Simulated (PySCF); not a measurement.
# CH4N (methyl amino radical): USVWN5/def2-SVP (preoptimised minimum)

Wanted: an optimisation with harmonic vibrations of CH4N (methyl amino radical). The job is set up through a Python script.

The results are computed with PySCF 2.14.0.

1 further run of the same task is left out (set aside as unsound or not needed).

## 1. The structure to begin with

CH4N has 6 atoms, charge 0, and is taken as a doublet. SMILES: `C[NH]`. Geometry: relaxed at PBE0-D4/def2-TZVP symmetrised. The run starts from this shape.

Bond lengths: C1–N2 1.430 Å, C1–H3 1.102 Å, C1–H4 1.091 Å, C1–H5 1.100 Å, N2–H6 1.025 Å. Angles: C1–N2–H6 106.9°, N2–C1–H3 111.4°, N2–C1–H4 110.8°, N2–C1–H5 111.7°, H3–C1–H4 108.5°, H3–C1–H5 105.6°, H4–C1–H5 108.6°.

## 2. An optimisation with harmonic vibrations at USVWN5/def2-SVP (preoptimised minimum)

File calc.py:

```python
import numpy
from pyscf import gto, dft, symm
from pyscf.hessian import thermo
from pyscf.geomopt.geometric_solver import kernel as optimise

mol = gto.M(
    atom='''
C    0.079837  -0.356303  -0.579665
N   -0.136263   0.340097   0.650035
H   -0.120281   0.291212  -1.448927
H   -0.564963  -1.234303  -0.646065
H    1.125919  -0.679388  -0.685127
H    0.501537   1.142097   0.654335
''',
    max_memory=1860,
    verbose=3,
    basis='def2-svp',
    spin=1,
    charge=0,
)

mf = dft.UKS(mol)
mf.xc = 'svwn'
mf.grids.level = 4
mf.conv_tol = 1e-10
converged, mol_eq = optimise(mf, maxsteps=80)
print('converged:', converged)
print(mol_eq.tostring())

mf.reset(mol_eq)
mol = mol_eq
mf.kernel()
e_tot = mf.e_tot
print(f'total energy: {e_tot:.8f} hartree')
hess = mf.Hessian().kernel()
modes = thermo.harmonic_analysis(mol, hess)
print('frequencies (1/cm)', numpy.round(modes['freq_wavenumber'], 1))
symm.geom.TOLERANCE = 1e-3  # for the symmetry number
th = thermo.thermo(mf, modes['freq_au'], 298.15, 101325)
thermo.dump_thermo(mol, th)
```

Launch:

```
$ OMP_NUM_THREADS=1 python calc.py
```

What values should one expect? Wanted: total energy; dipole moment; HOMO energy; LUMO energy; ⟨S²⟩; lowest harmonic wavenumber; highest harmonic wavenumber; zero-point energy; ideal-gas entropy at 298.15 K.

Answer, from the run:

At USVWN5/def2-SVP (preoptimised minimum):

```
                                                 quantity             value
                                             total energy      -94.26332 Eh
                                            dipole moment            2.08 D
                       HOMO energy (highest over α and β)          -5.66 eV
                        LUMO energy (lowest over α and β)          -3.85 eV
                                                     ⟨S²⟩             0.752
                               lowest harmonic wavenumber          227 cm⁻¹
                              highest harmonic wavenumber         3295 cm⁻¹
                                        zero-point energy      122.4 kJ/mol
ideal-gas entropy at 298.15 K (symmetry number 1 as used)  58.8 cal/(mol K)
```

In words: At the final geometry: Bond lengths: C1–N2 1.405 Å, C1–H3 1.127 Å, C1–H4 1.113 Å, C1–H5 1.126 Å, N2–H6 1.043 Å. Angles: C1–N2–H6 106.6°, N2–C1–H3 113.0°, N2–C1–H4 112.3°, N2–C1–H5 113.2°, H3–C1–H4 107.5°, H3–C1–H5 102.6°, H4–C1–H5 107.6°. All 12 modes are real, so the shape is a minimum at this level. Mulliken charges run from -0.23 on N2 to +0.13 on H6.
